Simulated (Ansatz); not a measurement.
[CH₃···H···OH], doublet along the distance C1-H5

Starting geometry:

```yaml
atoms:
  - { symbol: C, position_ang: [-1.3878, 0.0287, 0.0000] }
  - { symbol: H, position_ang: [-1.7510, 1.0560, 0.0000] }
  - { symbol: H, position_ang: [-1.7510, -0.4850, 0.8897] }
  - { symbol: H, position_ang: [-1.7510, -0.4850, -0.8897] }
  - { symbol: H, position_ang: [-0.2982, 0.0287, 0.0000] }
  - { symbol: O, position_ang: [1.2942, 0.0287, 0.0000] }
  - { symbol: H, position_ang: [1.5460, -0.9113, 0.0000] }
```

From there H5 is moved from one fragment to the other while all else, the fragments' distance too, stays fixed, so the hump isn't the reaction's barrier; atoms are numbered as listed. Energies are in eV, counted from the starting geometry at the same level.

Basis cc-pVDZ; Ansatz 0.2.0. Only valence electrons are correlated (noble-gas cores frozen). Prefix R: restricted or restricted open-shell reference; prefix U: unrestricted.

Full CI isn't at hand for all of this; UCCSDT(Q) serves as the reference, and is uncertain by about the last step of the cluster series. The frozen core follows each run's orbitals, which can shift R against U totals by a few meV.

| distance C1-H5 (Å) | UCCSDT(Q) | error RMP2 | error UMP2 | error RCCSD | error UCCSD | error RCCSD(T) | error BCCD(T) |
| --- | --- | --- | --- | --- | --- | --- | --- |
| 1.090 | 0.000 | 0.000 | 0.000 | 0.000 | 0.000 | 0.000 | 0.000 |
| 1.176 | 0.079 | 0.030 | 0.025 | 0.017 | 0.016 | 0.003 | 0.003 |
| 1.348 | 0.396 | 0.086 | 0.076 | 0.067 | 0.056 | 0.012 | 0.011 |
| 1.520 | 0.243 | -0.126 | -0.074 | 0.058 | 0.051 | 0.013 | 0.012 |
| 1.692 | -0.148 | -0.160 | -0.161 | 0.013 | 0.013 | 0.005 | 0.005 |

Errors are those of relative energies. In total energy the starting point itself misses UCCSDT(Q) by: RMP2 1.237, UMP2 1.238, RCCSD 0.208, UCCSD 0.206, RCCSD(T) 0.031, BCCD(T) 0.031 eV.

Spread of the error over the points with a reference, to 1.692 Å (largest less smallest): BCCD(T) 0.012, RCCSD(T) 0.013, UCCSD 0.056, RCCSD 0.067, UMP2 0.237, RMP2 0.247 eV.
